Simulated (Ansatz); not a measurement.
Input file:

```yaml
crystal:
  periodic: [false, false, false]
  atoms:
    - {symbol: Si, position_ang: [0.000000, 0.000000, 2.088600]}
    - {symbol: Al, position_ang: [0.000000, 0.000000, -0.244867]}
    - {symbol: H, position_ang: [0.000000, 0.000000, -1.843733]}
basis:
  gaussian: {orbitals: 6-31G}
total_charge: 1
magnetization: {spin_polarized: false, initial_magnetization: 1}
correlation: {method: fic_mrcisd_q, electrons: outside_noble_gas, active_space: {window: {electrons: 3, orbitals: 3}}}
scf: {lower_state_search: off}
```

```sh
$ ansatz run in.yaml --threads 1 --pin off --events-out ev --progress --plain --max-ram 2393MiB
```

The program prints:

```
these checks for a lower state are left out or cut short: stability, starts, cluster_reference, orbital_swaps, neighbouring_geometries, increment
310 factors; integrals over basis functions are off by at most 1.4e-4 eV
mean field evaluation 1: about -14449.6519 eV, gradient 6.5e0 eV
mean field evaluation 2: about -14449.6536 eV, gradient 6.5e0 eV
mean field evaluation 4: about -14450.0090 eV, gradient 3.4e-1 eV
mean field evaluation 8: about -14450.0102 eV, gradient 3.6e-4 eV
mean field -14450.01017945 eV, -531.0280795263 hartree, gradient 3.5e-6 eV, S^2 0.750000; 0 other end points of the search recorded, 0 dependent functions left out
reference -14450.01017945 eV, -531.0280795263 hartree; 14, 13 occupied and 14, 15 virtual orbitals, 310 factors
state -14450.40991795 eV, -531.0427696449 hartree
contracted CI cycle   1: correlation 0.00000000 eV, 0.0000000000 hartree, residual 7.09e0 eV
contracted CI cycle   2: correlation -1.51119518 eV, -0.0555353987 hartree, residual 1.54e0 eV
contracted CI cycle   3: correlation -1.61475275 eV, -0.0593410689 hartree, residual 6.14e-1 eV
contracted CI cycle   4: correlation -1.62972628 eV, -0.0598913361 hartree, residual 2.62e-1 eV
contracted CI cycle   5: correlation -1.63229205 eV, -0.0599856263 hartree, residual 9.84e-2 eV
contracted CI cycle   6: correlation -1.63264361 eV, -0.0599985459 hartree, residual 4.20e-2 eV
contracted CI cycle   7: correlation -1.63272045 eV, -0.0600013698 hartree, residual 2.43e-2 eV
contracted CI cycle   8: correlation -1.63274659 eV, -0.0600023304 hartree, residual 1.21e-2 eV
contracted CI cycle   9: correlation -1.63275170 eV, -0.0600025183 hartree, residual 5.01e-3 eV
contracted CI cycle  10: correlation -1.63275250 eV, -0.0600025475 hartree, residual 1.65e-3 eV
contracted CI cycle  11: correlation -1.63275259 eV, -0.0600025509 hartree, residual 5.43e-4 eV
state -14450.40991795 eV, -531.0427696449 hartree; corrected -14452.16099906 eV, -531.1071206890 hartree
Total energy: -14452.16099906 eV, -531.1071206890 hartree
Checks for a lower state left out: stability, starts, cluster_reference, orbital_swaps, neighbouring_geometries, increment
```

Ran on 1 thread of Arm Neoverse V1, shared host: 0.51 s wall, 0.07 GiB peak host memory.
